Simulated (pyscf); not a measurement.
Single points on ωB97X-D3(BJ)/def2-SVP structures (PySCF, gas phase).

For H₃C–GeH₂• + CH₄ → H₃C–GeH₃ + CH₃•, a hydrogen abstraction (doublet surface; C–H broken, Ge–H formed), PBE/def2-TZVP gives ΔE‡ = 24.5 kcal/mol and ΔE = +24.3 kcal/mol (zero: the separated reactants). In which direction and how far do PBE0-D3(BJ)/def2-TZVP, M06-2X/def2-TZVP, ωB97M-D3(BJ)/def2-TZVP move these?

PBE0-D3(BJ): ΔE‡ = 25.1 kcal/mol, ΔE = +22.7 kcal/mol; M06-2X: ΔE‡ = 31.5 kcal/mol, ΔE = +26.4 kcal/mol; ωB97M-D3(BJ): ΔE‡ = 28.7 kcal/mol, ΔE = +23.3 kcal/mol. PBE's barrier lies under all of them, by 0.6 to 7.0 kcal/mol. Its reaction energy lies among theirs. One saddle was located; it need not be the lowest between these sides. The angle at the transferred H is 178°. Elements up to Kr have no core potential and no relativistic terms here.
